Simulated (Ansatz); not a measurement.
Consider InP in the zinc blende structure (space group F-43m, No. 216; a = 5.9068 Å).

Calculations: Kohn–Sham DFT with the r2SCAN functional, run in Ansatz (a quantum-chemistry and plane-wave program) with PAW and 500 eV plane waves, no spin-orbit coupling.

The change: every In is replaced by B, then cell and atoms are relaxed.

Measured lattice parameter a: InP 5.858 Å (static lattice; corrected from measurement; as listed in Daniel Mejia-Rodriguez, S. B. Trickey, Phys. Rev. B (2018)); BP 4.525 Å (static lattice; corrected from measurement; as listed in Daniel Mejia-Rodriguez, S. B. Trickey, Phys. Rev. B (2018)).

Problem. How well does r2SCAN reproduce the measured shift?

Solution. With r2SCAN the lattice parameter a moves by -1.370 Å (5.907 → 4.537) against -1.333 Å measured.

Stability against distortions was not tested.
